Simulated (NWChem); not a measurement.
# One shape, several levels: C4H7F (SMILES C=CCCF)

We compute a comparison of 4 runs (HF/STO-3G, HF/3-21G, B3LYP/6-31G*) of C4H7F. 

The calculation is run with NWChem 7.3.0.

### Step 1. The structure to begin with

C4H7F: 12 atoms, total charge 0, spin state singlet. As SMILES, `C=CCCF`. The shape is that of a PBE0-D4/def2-TZVP optimisation. This is one conformer, not always the lowest.

Bond lengths: C1–C2 1.325 Å, C2–C3 1.493 Å, C3–C4 1.513 Å, C4–F5 1.386 Å, C1–H6 1.084 Å, C1–H7 1.086 Å, C2–H8 1.087 Å, C3–H9 1.096 Å, C3–H10 1.095 Å, C4–H11 1.094 Å, C4–H12 1.094 Å. Some angles: C1–C2–C3 124.6°, C2–C3–C4 113.0°, C3–C4–F5 110.1°, C1–C2–H8 119.5°, C3–C2–H8 115.9°, C2–C1–H6 121.6°, C2–C1–H7 121.5°, C2–C3–H9 110.1°, C2–C3–H10 110.2°, C4–C3–H9 107.9°.

### Step 2. Energy and forces at HF/STO-3G (run 1)

Input file c4h7f.nw:

```
start c4h7f
title "C4H7F"
memory total 2200 mb
charge 0

geometry noautosym nocenter noautoz
C       -0.896300       1.563700       0.866800
C       -0.645000       0.280100       0.653500
C        0.663300      -0.261400       0.181000
C        0.548900      -1.044000      -1.108700
F       -0.244200      -2.164000      -0.917800
H       -1.868100       1.902700       1.206200
H       -0.136200       2.324300       0.713900
H       -1.430500      -0.453500       0.817900
H        1.092200      -0.925800       0.940500
H        1.376200       0.554800       0.024700
H        1.530600      -1.388800      -1.446700
H        0.086200      -0.443100      -1.897300
end

basis "ao basis" spherical bse
* library STO-3G
end

scf
thresh 1e-08
maxiter 80
print low
end

task scf gradient
```

Started as:

```console
nwchem c4h7f.nw > c4h7f.out
```

What it wrote:

```text
[...]
  functions       =    32
[...]
  wavefunction    = RHF
[...]
         Total SCF energy =   -251.684290087551
      One-electron energy =   -685.271559719221
      Two-electron energy =    262.597834595147
 Nuclear repulsion energy =    170.989435036523
        Time for solution =      1.9s
[...]
                         RHF ENERGY GRADIENTS
    atom               coordinates                        gradient
                 x          y          z           x          y          z
   1 C      -1.693761   2.954965   1.638014   -0.006444   0.024014   0.004213
   2 C      -1.218873   0.529312   1.234936    0.028558  -0.033402  -0.011880
   3 C       1.253455  -0.493974   0.342040   -0.034835  -0.011482  -0.018854
   4 C       1.037271  -1.972874  -2.095139    0.011983   0.025031   0.021581
   5 F      -0.461471  -4.089367  -1.734391    0.004233   0.005920  -0.001282
   6 H      -3.530197   3.595582   2.279387   -0.002824  -0.000462   0.000661
   7 H      -0.257381   4.392290   1.349075    0.004126   0.001740  -0.000849
   8 H      -2.703253  -0.856991   1.545607   -0.002228  -0.000918   0.000550
   9 H       2.063959  -1.749508   1.777287    0.002415  -0.003570   0.002780
  10 H       2.600641   1.048420   0.046676    0.004390   0.004170  -0.002408
  11 H       2.892415  -2.624451  -2.733867   -0.005616  -0.005038   0.002160
[...]
```

It took 2.7 s on 1 thread of Intel Xeon Platinum 8488C (Sapphire Rapids), shared host; peak memory 0.097 GiB.

### Step 3. Energy and forces at HF/3-21G (run 2)

Input file input.nw:

```
start input
title "C4H7F"
memory 2200 mb

geometry noautosym nocenter noautoz
   C     -0.896300     1.563700     0.866800
   C     -0.645000     0.280100     0.653500
   C      0.663300    -0.261400     0.181000
   C      0.548900    -1.044000    -1.108700
   F     -0.244200    -2.164000    -0.917800
   H     -1.868100     1.902700     1.206200
   H     -0.136200     2.324300     0.713900
   H     -1.430500    -0.453500     0.817900
   H      1.092200    -0.925800     0.940500
   H      1.376200     0.554800     0.024700
   H      1.530600    -1.388800    -1.446700
   H      0.086200    -0.443100    -1.897300
end

basis spherical bse
   * library 3-21G
end

scf
   thresh 1e-08
   maxiter 80
end

task scf gradient
```

Started as:

```console
nwchem input.nw > input.out
```

What it wrote:

```text
[...]
  functions       =    59
[...]
  wavefunction    = RHF
[...]
         Total SCF energy =   -253.557822371792
      One-electron energy =   -685.446082512862
      Two-electron energy =    260.898825104547
 Nuclear repulsion energy =    170.989435036523
        Time for solution =      2.5s
[...]
                         RHF ENERGY GRADIENTS
    atom               coordinates                        gradient
                 x          y          z           x          y          z
   1 C      -1.693761   2.954965   1.638014   -0.001962   0.004922   0.000996
   2 C      -1.218873   0.529312   1.234936    0.017531  -0.007690  -0.004888
   3 C       1.253455  -0.493974   0.342040   -0.018270  -0.003251  -0.006983
   4 C       1.037271  -1.972874  -2.095139   -0.011281  -0.009546   0.020701
   5 F      -0.461471  -4.089367  -1.734391    0.013140   0.014728  -0.006451
   6 H      -3.530197   3.595582   2.279387   -0.007582   0.001975   0.002478
   7 H      -0.257381   4.392290   1.349075    0.006573   0.005000  -0.001384
   8 H      -2.703253  -0.856991   1.545607   -0.007335  -0.004564   0.002182
   9 H       2.063959  -1.749508   1.777287    0.003681  -0.003872   0.004540
  10 H       2.600641   1.048420   0.046676    0.004687   0.005060  -0.001053
  11 H       2.892415  -2.624451  -2.733867    0.007118  -0.005520  -0.002745
[...]
```

Run time: 3.6 s. Hardware: 1 thread of Intel Xeon Platinum 8488C (Sapphire Rapids), shared host; peak memory 0.098 GiB.

Run 3 isn't shown in full; the table further down has it.

### Step 4. Energy and gradient at B3LYP/6-31G(d) (Cartesian functions) (run 4)

Input file c4h7f.xyz:

```xyz
12

C     -0.896300     1.563700     0.866800
C     -0.645000     0.280100     0.653500
C      0.663300    -0.261400     0.181000
C      0.548900    -1.044000    -1.108700
F     -0.244200    -2.164000    -0.917800
H     -1.868100     1.902700     1.206200
H     -0.136200     2.324300     0.713900
H     -1.430500    -0.453500     0.817900
H      1.092200    -0.925800     0.940500
H      1.376200     0.554800     0.024700
H      1.530600    -1.388800    -1.446700
H      0.086200    -0.443100    -1.897300
```

Input file run.py:

```python
from ase.io import read
from ase.calculators.nwchem import NWChem

atoms = read('c4h7f.xyz')

calc = NWChem(
    label='c4h7f',
    theory='dft',
    memory='2200 mb',
    basis='6-31G*',
    dft={'xc': 'b3lyp', 'mult': '1', 'grid': 'xfine', 'convergence': 'energy 1e-08', 'iterations': '100', 'mulliken': None},
)
atoms.calc = calc

forces = atoms.get_forces()
print("Total energy (eV):", round(atoms.get_potential_energy(), 6))
print("forces (eV/A):")
for s, f in zip(atoms.symbols, forces):
    print(f"{s:2s} {f[0]:10.5f} {f[1]:10.5f} {f[2]:10.5f}")
print("dipole (e A):", atoms.get_dipole_moment().round(4))
```

Started as:

```console
export ASE_NWCHEM_COMMAND="nwchem PREFIX.nwi > PREFIX.nwo"
python run.py
```

What it wrote:

```text
Total energy (eV): -6978.275175
forces (eV/A):
C    -0.09153    0.34705    0.06947
C    -0.15000   -0.26796    0.04165
C     0.19108    0.04998    0.09019
C     0.08346   -0.06968   -0.27115
F    -0.24657   -0.28292    0.11807
H    -0.08099    0.07832    0.03414
H     0.03404    0.09642    0.00021
H    -0.04582   -0.08351   -0.00735
H     0.06726   -0.07338    0.06340
H     0.08767    0.07847    0.01018
H     0.12763    0.02149   -0.06541
H     0.02381    0.10567   -0.08341
dipole (e A): [ 0.2044  0.2347 -0.0203]
```

The calculator wrote c4h7f.nwi:

```
title "c4h7f"

permanent_dir c4h7f

scratch_dir c4h7f

start c4h7f

geometry units angstrom nocenter noautosym noautoz
  C  -8.9629999999999999e-01 1.5637000000000001e+00 8.6680000000000001e-01
  C  -6.4500000000000002e-01 2.8010000000000002e-01 6.5349999999999997e-01
  C  6.6330000000000000e-01 -2.6140000000000002e-01 1.8099999999999999e-01
  C  5.4890000000000005e-01 -1.0440000000000000e+00 -1.1087000000000000e+00
  F  -2.4420000000000000e-01 -2.1640000000000001e+00 -9.1779999999999995e-01
  H  -1.8681000000000001e+00 1.9027000000000001e+00 1.2061999999999999e+00
  H  -1.3619999999999999e-01 2.3243000000000000e+00 7.1389999999999998e-01
  H  -1.4305000000000001e+00 -4.5350000000000001e-01 8.1789999999999996e-01
  H  1.0922000000000001e+00 -9.2579999999999996e-01 9.4050000000000000e-01
  H  1.3762000000000001e+00 5.5479999999999996e-01 2.4700000000000000e-02
  H  1.5306000000000000e+00 -1.3888000000000000e+00 -1.4467000000000001e+00
  H  8.6199999999999999e-02 -4.4309999999999999e-01 -1.8973000000000000e+00
end

memory 2200 mb

basis noprint
   * library 6-31G*
end

dft
  xc b3lyp
  mult 1
  grid xfine
  convergence energy 1e-08
  iterations 100
  mulliken
end

task dft gradient
```

c4h7f.nwo:

```text
Northwest Computational Chemistry Package (NWChem) 7.3.0
             --------------------------------------------------------

           Job information
           ---------------

    nwchem branch   = 7.3.0
    use scalapack   = T
    input           = c4h7f.nwi
    prefix          = c4h7f.
    data base       = c4h7f/c4h7f.db
    status          = startup
    nproc           =        1

           Memory information
           ------------------

    heap     =     72089598 doubles =      550.0 Mbytes
    stack    =     72089595 doubles =      550.0 Mbytes
    global   =    144179200 doubles =     1100.0 Mbytes (distinct from heap & stack)
    total    =    288358393 doubles =     2200.0 Mbytes
    verify   = yes
    hardfail = no

[... 111 lines left out ...]
  convergence criterion.
[... 40 lines left out ...]
          Spatial weights used:  Erf1
[... 74 lines left out ...]
         Total DFT energy =     -256.446884743416
[... 3 lines left out ...]
 Nuclear repulsion energy =      170.989435036523
[... 693 lines left out ...]
          Convergence on gradient requested:  5.00D-04
[... 27 lines left out ...]
          total energy or number of iterations.
[... 26 lines left out ...]
                         DFT ENERGY GRADIENTS

    atom               coordinates                        gradient
                 x          y          z           x          y          z
   1 C      -1.693761   2.954965   1.638014    0.001780  -0.006749  -0.001351
   2 C      -1.218873   0.529312   1.234936    0.002917   0.005211  -0.000810
   3 C       1.253455  -0.493974   0.342040   -0.003716  -0.000972  -0.001754
[... 8 lines of this table left out ...]
  12 H       0.162894  -0.837338  -3.585377   -0.000463  -0.002055   0.001622

                 ----------------------------------------
                 |  Time  |  1-e(secs)   |  2-e(secs)   |
                 ----------------------------------------
                 |  CPU   |       0.02   |       1.97   |
                 ----------------------------------------
                 |  WALL  |       0.02   |       1.97   |
                 ----------------------------------------

 Task  times  cpu:       58.8s     wall:       58.8s
 Total times  cpu:       58.8s     wall:       58.8s
```

Wall time 60 s (1 thread of Intel Xeon Platinum 8488C (Sapphire Rapids), shared host); peak memory 0.16 GiB.

### Step 5. Overview of the runs

| run | level | iteration cap | module | energy (Eh) | largest force (eV/Å) | wall time |
| --- | --- | --- | --- | --- | --- | --- |
| 1 | HF/STO-3G | 80 | scf | -251.684290 | 2.341 | 2.7 s |
| 2 | HF/3-21G | 80 | scf | -253.557822 | 1.308 | 3.6 s |
| 3 | B3LYP/6-31G* (spherical functions) | 100 | dft | -256.442699 | 0.386 | 56 s |
| 4 | B3LYP/6-31G* (Cartesian functions) | 100 | dft | -256.446885 | 0.393 | 60 s |

### Step 6. Results

| quantity | value |
| --- | --- |
| run 4: total energy | -256.44688 Eh |
| run 4: dipole moment | 1.50 D |
| run 4: HOMO energy | -7.02 eV |
| run 4: LUMO energy | 0.52 eV |
| run 4: HOMO–LUMO gap | 7.54 eV |
| run 4: largest force on an atom | 0.393 eV/Å |

In words: Over runs 2, 3, 4 the dipole moment (its size) runs from 1.50 D (B3LYP/6-31G*) to 2.02 D (HF/3-21G). The two ends differ in method and basis. Over runs 2, 3, 4 the HOMO–LUMO gap runs from 7.54 eV (B3LYP/6-31G*) to 14.86 eV (HF/3-21G). In run 1 the basis is minimal, so the values are rough. All runs together took 2 min, the longest 60 s.
